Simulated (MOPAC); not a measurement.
MOPAC input (PM3):

```
PM3 1SCF GEO-OK AUX(PRECISION=9) THREADS=1
H2Si

Si    0.00522298 1    0.00088878 1    0.13274662 1
H    -0.03423424 1    1.08488138 1   -0.93662313 1
H    -0.03888754 1   -1.09732424 1   -0.92182957 1
```

Q: What heat of formation does the run end on, and which ionisation energy by Koopmans theorem?

A: 72.95 kcal/mol; 8.22 eV.
